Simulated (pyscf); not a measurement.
# Routes from H₂N–NH₂ + H atom (H•)

Candidate steps break at most two bonds and form at most two. Each was searched with GFN2-xTB (tblite) first. Optimised with ωB97X-D3(BJ)/def2-SVP in PySCF. Energies: ωB97M-D3(BJ)/def2-TZVP, eV, from the separated reactants, doublet surface; ΔG‡ with ideal gas, 1 atm, RRHO with modes under 100 cm⁻¹ raised to 100, one conformer, R ln 2 for chiral ones without a mode under 150 cm⁻¹.

| products | type | ΔE‡ | ΔE | ΔG‡ 298 K | ΔG‡ 900 K | ν‡ (cm⁻¹) |
|---|---|---|---|---|---|---|
| •HN–NH₂ + H₂ | hydrogen abstraction | 0.19 | -0.89 | 0.38 | 0.97 | 855i |
| NH₃ + NH₂• | substitution at N | 0.48 | -1.74 | 0.80 | 1.45 | 1439i |

Plain bond fissions and candidates not yet searched are not listed, and one of them may be faster. Each barrier is that of the saddle found; lower ones may exist.
